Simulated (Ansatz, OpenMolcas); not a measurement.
## Worked example: the enthalpy of formation of AlH3 (SMILES [AlH3])

The species is AlH3 (4 atoms), meant as a singlet with charge 0. As SMILES, `[AlH3]`. The coordinates come from a PBE0-D4/def2-TZVP relaxation.

Total energies at revPBE/def2-TZVPPD (OpenMolcas 26.06); the atoms run unrestricted:

| species | state | energy (Eh) |
| --- | --- | --- |
| AlH3 | singlet | -244.148302 |
| Al | doublet | -242.314234 |
| H | doublet | -0.504123 |

Harmonic wavenumbers at PBE0-D4/def2-TZVP, in cm⁻¹: 704, 789, 789, 1926, 1934, 1935.

Measured heats of formation of the gaseous atoms at 298.15 K, in kJ/mol: Al 329.7, H 218.0. Spin-orbit lowering of the atoms at 298 K (mean of the ground term's levels less their thermal mean, from spectra), in kJ/mol: Al 0.17. Take 1 Eh = 2625.50 kJ/mol, 1 cm⁻¹ = 0.0119627 kJ/mol, RT = 2.479 kJ/mol.

Problem. What heat of formation follows?

Solution. 
1. Electronic atomisation energy: (-242.314234) + 3 × (-0.504123) − (-244.148302) = 0.321699 Eh = 844.6 kJ/mol.
2. Zero-point energy: half the sum of the wavenumbers, 4038.5 cm⁻¹ = 48.3 kJ/mol.
3. Thermal vibrational enthalpy, Σ hcν̃/(exp(hcν̃/kT) − 1): 0.7 kJ/mol. Translation, rotation and pV of a non-linear molecule: 4 RT = 9.9 kJ/mol.
4. The 4 free atoms carry 5/2 RT each: 24.8 kJ/mol.
5. Spin-orbit coupling lowers the free atoms by 0.17 = 0.2 kJ/mol.
6. Atomisation enthalpy at 298 K: 844.6 − 0.2 − 48.3 − 0.7 − 9.9 + 24.8 = 810.3 kJ/mol.
7. Sum of the atoms' heats of formation: 983.7 kJ/mol. Heat of formation: 983.7 − 810.3 = +173.4 kJ/mol.

No measured value is set beside it here. Anharmonicity and any spin-orbit splitting of the molecule are left out.
